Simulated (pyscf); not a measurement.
Structures and frequencies: ωB97X-D3(BJ)/def2-SVP in PySCF.

**Question.** Estimate by transition-state theory the rate constant of :N–F [triplet] + H₂ → •HN–F + H• (triplet surface; H–H broken, H–N formed) at 1200 K, with ωB97M-D3(BJ)/def2-TZVP energies (ideal gas, 1 atm, RRHO with modes under 100 cm⁻¹ raised to 100, one conformer, R ln 2 for chiral ones without a mode under 150 cm⁻¹; no tunnelling).

**Answer.** The electronic barrier is 31.4 kcal/mol and the thermal terms add +26.3, so ΔG‡ = 57.7 kcal/mol. With k_BT/h = 2.50e+13 s⁻¹ and RT = 2.385 kcal/mol, and a volume of 1.64e-19 cm³ per molecule at 1 atm, k = 1.3e-16 cm³ molecule⁻¹ s⁻¹. Wigner's tunnelling factor for 823i cm⁻¹ would be 1.04. A shift of 1 kcal/mol in the barrier changes k by a factor 1.5. •HN–F + H• also meet on a surface of lower spin, which isn't treated here. One saddle was located; it need not be the lowest between these sides. The angle at the transferred H is 174°.
